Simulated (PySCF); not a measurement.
## Highest orbital energy against ionisation energy along the second row

Calculated with PySCF 2.14, no spin-orbit coupling. Each cell gives −ε(HOMO) / ΔSCF in eV; NIST values include spin-orbit coupling, (s) semi-empirical, (t) theoretical.

| species | UHF | LDA | PBE | PBE0 | r2SCAN | NIST (lowest levels) |
| --- | --- | --- | --- | --- | --- | --- |
| Li (x2c-QZVPPall with one added diffuse shell each of s, p type, spin-free X2C) | 5.344 / 5.343 | 3.165 / 5.474 | 3.224 / 5.586 | 3.830 / 5.569 | 3.271 / 5.391 | 5.392 |
| Be (x2c-QZVPPall with one added diffuse shell each of s, p type, spin-free X2C) | 8.417 / 8.044 | 5.599 / 9.027 | 5.610 / 8.998 | 6.494 / 8.972 | 5.748 / 8.795 | 9.323 |
| B (x2c-QZVPPall with one added diffuse shell each of s, p, d, f type, spin-free X2C) | 8.673 / 8.040 | 4.110 / 8.643 | 4.168 / 8.670 | 5.372 / 8.644 | 4.587 / 8.764 | 8.298 |
| C (x2c-QZVPPall with one added diffuse shell each of s, p, d, f type, spin-free X2C) | 11.944 / 10.797 | 6.123 / 11.688 | 6.094 / 11.535 | 7.647 / 11.509 | 6.568 / 11.661 | 11.260 |
| N (x2c-QZVPPall with one added diffuse shell each of s, p, d, f type, spin-free X2C) | 15.529 / 13.888 | 8.397 / 15.002 | 8.297 / 14.722 | 10.209 / 14.694 | 8.887 / 14.796 | 14.534 |
| O (x2c-QZVPPall with one added diffuse shell each of s, p, d, f type, spin-free X2C) | 14.187 / 12.015 | 7.437 / 13.990 | 7.589 / 14.047 | 9.473 / 13.834 | 7.910 / 13.698 | 13.618 |
| F (x2c-QZVPPall with one added diffuse shell each of s, p, d, f type, spin-free X2C) | 18.487 / 15.638 | 10.352 / 17.943 | 10.293 / 17.637 | 12.553 / 17.427 | 10.774 / 17.520 | 17.423 |
| Ne (x2c-QZVPPall with one added diffuse shell each of s, p, d, f type, spin-free X2C) | 23.124 / 19.639 | 13.533 / 22.164 | 13.327 / 21.633 | 15.977 / 21.424 | 13.963 / 21.459 | 21.565 |

Q: How far is −ε(HOMO) from ΔSCF on average for each method, and why?

A: UHF 1.54 eV; LDA -5.65 eV; PBE -5.53 eV; PBE0 -3.81 eV; r2SCAN -5.05 eV. Hartree-Fock orbital energies lack relaxation and so exceed the ΔSCF value; semilocal functionals have convex E(N) from self-interaction, so their HOMO lies far too high; exact exchange moves hybrids part of the way back.
